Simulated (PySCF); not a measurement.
# CN⁺ (triplet) at other levels of theory

Starting from one script, swap the method and compare what comes out for CN⁺ (triplet).

Program: PySCF 2.14.0. Level of theory: method and basis as typed in the scripts. These are calculated values, not measurements.

### 1 Where the work starts

CN⁺ (triplet): 2 atoms, charge 1, spin multiplicity 3.

Bond lengths: C1–N2 1.187 Å.

### 2 Base script

input.py

```python
from pyscf import gto, dft

mol = gto.M(
    atom='C 0 0 0; N 0 0 1.187',
    basis='6-31+g*',
    charge=1,
    spin=2,
    verbose=4,
)
mf = dft.UKS(mol, xc='pbesol')
mf.kernel()
mf.analyze()
print('orbital energies (hartree):', [e[max(0, n-3):n+3].round(4) for e, n in zip(mf.mo_energy, mol.nelec)])
```

The run is started by

```
OMP_NUM_THREADS=1 python input.py
```

The log of this run is left out.

Base result: E(SCF) = -91.718094 Eh, 10 cycles, ⟨S²⟩ = 2.004.

The bond length is a typed value, not an optimised one. The dipole of an ion depends on the origin. The triplet is typed in the script; nothing here shows that it is the ground state.

### 3 Hse06

Variant 1 changes functional: pbesol → hse06.

input.py

```python
from pyscf import gto, dft

mol = gto.M(
    atom='C 0 0 0; N 0 0 1.187',
    basis='6-31+g*',
    charge=1,
    spin=2,
    verbose=4,
)
mf = dft.UKS(mol, xc='hse06')
mf.kernel()
mf.analyze()
print('orbital energies (hartree):', [e[max(0, n-3):n+3].round(4) for e, n in zip(mf.mo_energy, mol.nelec)])
```

The run is started by

```
OMP_NUM_THREADS=1 python input.py
```

### 4 TDA

Variant 2 changes step after the SCF: analyze → tda; number of roots: none → 4.

input.py

```python
from pyscf import gto, dft, tdscf

mol = gto.M(
    atom='C 0 0 0; N 0 0 1.187',
    basis='6-31+g*',
    charge=1,
    spin=2,
    verbose=4,
)
mf = dft.UKS(mol, xc='pbesol')
mf.kernel()
td = tdscf.TDA(mf)
td.nstates = 4
td.kernel()
td.analyze()
mf.dip_moment()
print('orbital energies (hartree):', [e[max(0, n-3):n+3].round(4) for e, n in zip(mf.mo_energy, mol.nelec)])
```

### 5 Wb97x-v

Variant 3 changes functional: pbesol → wb97x-v.

Changes to input.py since step 2:

```diff
@@ -9,3 +9,3 @@
 )
-mf = dft.UKS(mol, xc='pbesol')
+mf = dft.UKS(mol, xc='wb97x-v')
 mf.kernel()
```

### 6 Stability test

Variant 4 changes step after the SCF: analyze → stability.

Changes to input.py since step 2:

```diff
@@ -11,3 +11,4 @@
 mf.kernel()
-mf.analyze()
+mf.stability(internal=True, external=True)
+mf.dip_moment()
 print('orbital energies (hartree):', [e[max(0, n-3):n+3].round(4) for e, n in zip(mf.mo_energy, mol.nelec)])
```

### 7 Revtpss

Variant 5 changes functional: pbesol → revtpss.

Changes to input.py since step 2:

```diff
@@ -9,3 +9,3 @@
 )
-mf = dft.UKS(mol, xc='pbesol')
+mf = dft.UKS(mol, xc='revtpss')
 mf.kernel()
```

Before running it: what results should come out? Wanted: for each run, E(SCF); from base; gap, α spin; after the SCF.

As calculated:

| run | E(SCF) (hartree) | from base (eV) | cycles | gap, α spin (eV) | after the SCF |
| --- | --- | --- | --- | --- | --- |
| base | -91.718094 | 0 | 10 | 7.09 | n/a |
| hse06 | -92.096124 | not comparable | 11 | 9.35 | n/a |
| TDA | -91.718094 | 0.0000 | 10 | 7.09 | lowest root found 0.28 eV |
| wb97x-v | -92.164860 | not comparable | 13 | 15.56 | n/a |
| stability test | -91.718094 | 0.0000 | 10 | 7.09 | unstable: UHF/UKS -> GHF/GKS |
| revtpss | -92.193909 | not comparable | 11 | 7.59 | n/a |

What this shows: A lower total energy from another functional means nothing by itself. The dearest run is “wb97x-v”, at 35 s against 1.5 s.
